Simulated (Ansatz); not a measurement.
Reading a saddle point

A first-order saddle point of HCN, singlet, PBE0-D4/def2-TZVP, with one imaginary mode of 1124i cm⁻¹:

H1  (0.586, 0.394, -0.308)
C2  (-0.571, 0.215, -0.163)
N3  (-0.015, -0.609, 0.472)
(Å)

Computed with Ansatz 0.2.0 (basis: def2-TZVPP and def2-QZVPP); correlated methods freeze the cores. Extrapolation: Hartree–Fock as exp(−7.88 √X), correlation as X^−2.97.

Problem. Which contacts change along the imaginary mode, and what lies on either side? (Judge from chemistry; the calculation decides.)

Solution. The calculation gives: The step is HCN ([CH][N]) → HCN ([C][NH]). Shortening one way: H1–N3; lengthening the same way: H1–C2.
| pair | one side (Å) | saddle (Å) | other side (Å) |
| --- | --- | --- | --- |
| H1–N3 | 2.21 | 1.41 | 1.00 |
| H1–C2 | 1.07 | 1.18 | 2.16 |

Problem. Which side is lower, and how far does the saddle lie above each? (Judge from chemistry; the value comes from the calculation.)

Solution. By the calculation: The side with H1–C2 short is lower by 0.632 eV; the saddle lies 2.068 eV above it and 1.436 eV above the other (CCSD(T) at an estimated basis limit (MP2 extrapolated from triple and quadruple zeta, plus CCSD(T) − MP2 in triple zeta); electronic energies).

No T1 diagnostic of these runs exceeds 0.029. The T1 diagnostic is large here, which may signal multireference character or strong orbital relaxation, so CCSD(T) is less sure.

Labels in which every atom is bracketed show which atoms are joined, not bond orders.

For scale, one of the runs: CCSD(T)/def2-TZVPP, 76 basis functions, launched by `ansatz run in.yaml --threads 2 --pin off --events-out ev --progress --plain --max-ram 4352MiB`. The run took about 0.65 s on 2 CPU threads of an AMD EPYC 7B13 (shared host).
